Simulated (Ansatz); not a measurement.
Relaxation of MgO₂H₂ with RKS B3LYP-D4/def2-TZVP.

```sh
$ ansatz run in.yaml --threads 4 --pin off --events-out ev --progress --plain --max-ram 3916MiB
```

```yaml
crystal:
  periodic: [false, false, false]
  atoms:
    - {symbol: Mg, position_ang: [-0.595420, 0.499670, -0.505020]}
    - {symbol: O, position_ang: [-0.289730, -0.967990, 0.490310]}
    - {symbol: O, position_ang: [0.933270, -0.162470, 0.404460]}
    - {symbol: H, position_ang: [1.527130, -0.705070, 0.935290]}
    - {symbol: H, position_ang: [-1.575240, 1.335860, -1.325040]}
basis:
  gaussian: {orbitals: def2-TZVP}
hamiltonian: {xc: {name: B3LYP}, dispersion: d4}
scf: {omitted_lower_state_checks: [starts]}
output: {orbitals: {seedname: orbitals}}
relax: {f_tol: 0.02, max_steps: 100}
```

Hardware: 4 threads of Arm Neoverse V2 on a shared host. Wall time 11 s.

Positions (Å) and forces (eV/Å) at steps 1, 2, 3, 4, 5, 6, 7, 8, 9, 10, 11, 12, 13, 14 of 14:

```xyz
5
step=1 energy=-9571.2268 eV
Mg   -0.595    0.500   -0.505    0.075    0.175   -0.089
O    -0.290   -0.968    0.490   -1.002   -1.928    0.837
O     0.933   -0.162    0.404    1.924    0.044    0.609
H     1.527   -0.705    0.935    0.177    0.386   -0.176
H    -1.575    1.336   -1.325   -1.174    1.323   -1.181
5
step=2 energy=-9571.4916 eV
Mg   -0.626    0.469   -0.493   -0.492    0.415   -0.410
O    -0.286   -1.020    0.522   -0.382   -1.058    0.513
O     0.946   -0.179    0.418    0.989    0.018    0.313
H     1.571   -0.690    0.941    0.100    0.174   -0.071
H    -1.606    1.420   -1.387   -0.216    0.452   -0.346
5
step=3 energy=-9571.5901 eV
Mg   -0.724    0.400   -0.479   -0.299    0.196   -0.219
O    -0.272   -1.107    0.577    0.133    0.072    0.001
O     0.942   -0.190    0.422    0.101   -0.132    0.108
H     1.626   -0.640    0.929   -0.129    0.053   -0.071
H    -1.572    1.537   -1.449    0.195   -0.189    0.181
5
step=4 energy=-9571.5957 eV
Mg   -0.777    0.394   -0.484    0.153   -0.065    0.092
O    -0.263   -1.091    0.569    0.166    0.058    0.017
O     0.978   -0.219    0.388   -0.556    0.217   -0.447
H     1.618   -0.625    0.966    0.226   -0.219    0.329
H    -1.557    1.541   -1.438    0.012    0.010    0.009
5
step=5 energy=-9571.6043 eV
Mg   -0.773    0.380   -0.489    0.081   -0.044    0.095
O    -0.261   -1.099    0.579    0.015    0.012   -0.018
O     0.965   -0.223    0.364    0.019   -0.065   -0.032
H     1.609   -0.604    0.970   -0.104    0.075   -0.025
H    -1.540    1.546   -1.423   -0.012    0.023   -0.021
5
step=6 energy=-9571.6132 eV
Mg   -0.769    0.375   -0.466   -0.025    0.057   -0.011
O    -0.260   -1.116    0.581   -0.031   -0.053    0.023
O     0.966   -0.259    0.317   -0.239    0.121   -0.481
H     1.580   -0.551    0.981    0.297   -0.115    0.448
H    -1.517    1.551   -1.414   -0.002   -0.010    0.021
5
step=7 energy=-9571.6141 eV
Mg   -0.766    0.375   -0.467   -0.017    0.044    0.004
O    -0.262   -1.118    0.581   -0.015   -0.049    0.030
O     0.969   -0.270    0.310   -0.361    0.178   -0.659
H     1.575   -0.539    0.986    0.397   -0.171    0.609
H    -1.517    1.552   -1.410   -0.004   -0.003    0.016
5
step=8 energy=-9571.6141 eV
Mg   -0.766    0.375   -0.467   -0.016    0.044    0.005
O    -0.261   -1.119    0.579   -0.015   -0.049    0.031
O     0.969   -0.270    0.310   -0.365    0.181   -0.666
H     1.575   -0.539    0.987    0.401   -0.173    0.615
H    -1.516    1.553   -1.409   -0.005   -0.003    0.016
5
step=9 energy=-9571.6388 eV
Mg   -0.744    0.357   -0.513    0.069   -0.073    0.124
O    -0.247   -1.199    0.451    0.052    0.050    0.011
O     0.982   -0.318    0.291    0.513   -0.177    0.571
H     1.476   -0.448    1.128   -0.570    0.129   -0.653
H    -1.467    1.608   -1.357   -0.063    0.071   -0.053
5
step=10 energy=-9571.6551 eV
Mg   -0.712    0.357   -0.531    0.017   -0.100    0.098
O    -0.220   -1.245    0.368    0.022    0.117   -0.037
O     0.988   -0.319    0.311    0.250   -0.136    0.261
H     1.386   -0.424    1.190   -0.241    0.065   -0.285
H    -1.442    1.631   -1.337   -0.048    0.054   -0.036
5
step=11 energy=-9571.6623 eV
Mg   -0.693    0.360   -0.526   -0.051    0.022   -0.031
O    -0.213   -1.253    0.339    0.009    0.010    0.022
O     1.008   -0.351    0.300    0.277   -0.059    0.476
H     1.338   -0.395    1.217   -0.233    0.027   -0.481
H    -1.440    1.639   -1.329   -0.002   -0.001    0.014
5
step=12 energy=-9571.6665 eV
Mg   -0.702    0.352   -0.532    0.062    0.016   -0.009
O    -0.204   -1.252    0.335    0.004   -0.006    0.007
O     1.031   -0.367    0.298   -0.073    0.004   -0.040
H     1.310   -0.381    1.221    0.006    0.011    0.018
H    -1.435    1.649   -1.323    0.002   -0.025    0.025
5
step=13 energy=-9571.6675 eV
Mg   -0.679    0.354   -0.543   -0.009   -0.006    0.000
O    -0.209   -1.257    0.331    0.000   -0.002    0.012
O     1.025   -0.372    0.299    0.020    0.015   -0.023
H     1.301   -0.371    1.224   -0.013   -0.012    0.012
H    -1.438    1.646   -1.311    0.003    0.004   -0.001
5
step=14 energy=-9571.6675 eV
Mg   -0.683    0.351   -0.543   -0.002    0.001    0.001
O    -0.207   -1.256    0.332   -0.011   -0.007   -0.006
O     1.026   -0.370    0.298    0.008    0.000    0.008
H     1.298   -0.372    1.223    0.006    0.006   -0.002
H    -1.435    1.647   -1.310    0.000    0.000   -0.001
```

The structure holds 1 bond(s) between oxygen atoms. Another isomer (singlet) lies 4.31 eV lower at PBE0-D4/def2-TZVP; other spin states weren't run for this one.
